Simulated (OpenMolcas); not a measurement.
# BOF (fluoro(oxo)borane): the energy, rung by rung

The species is BOF (3 atoms), meant as a singlet with charge 0. As SMILES, `O=BF`. The coordinates come from a PBE0-D4/def2-TZVP relaxation.

```xyz
3

O     0.9831   -0.5651    0.4799
B     0.0203   -0.0116    0.0099
F    -1.0034    0.5768   -0.4898
```

Each level gives the energy change with the B2–F3 bond stretched from 1.282 to 2.244 Å (eV). The values are calculated.

```tsv
level	kind	program	value (eV)	less FCI/STO-3G	CPU time (all runs)
SVWN5/STO-3G (restricted)	LDA	OpenMolcas	6.37	+1.86	7 s
B3LYP/STO-3G (restricted)	global hybrid	OpenMolcas	6.08	+1.57	7.7 s
M06-2X/STO-3G (restricted)	hybrid meta-GGA	OpenMolcas	6.61	+2.10	8.6 s
PBE0/STO-3G (restricted)	global hybrid	OpenMolcas	6.33	+1.82	7.3 s
B2PLYP/STO-3G (restricted)	double hybrid	OpenMolcas	6.06	+1.55	7 s
MP2/STO-3G (restricted)	perturbation theory	OpenMolcas	5.96	+1.45	3.5 s
CISD/STO-3G (restricted)	coupled cluster or CI	OpenMolcas	5.12	+0.61	3.7 s
FCI/STO-3G	exact in the basis	OpenMolcas	4.51	0.00	63 s
```

FCI/STO-3G is exact within its basis and frozen core, so for wave-function methods in that basis the difference is their error; functionals converge differently with the basis, so for them it is only a difference. The first shape isn't each level's own minimum. The values span 4.51 to 6.61 eV. All rows use very small basis sets, so none should be taken for the real molecule's value. Times are those of the runs behind each value, whatever else they computed, on shared processors of several kinds: orders of magnitude only.
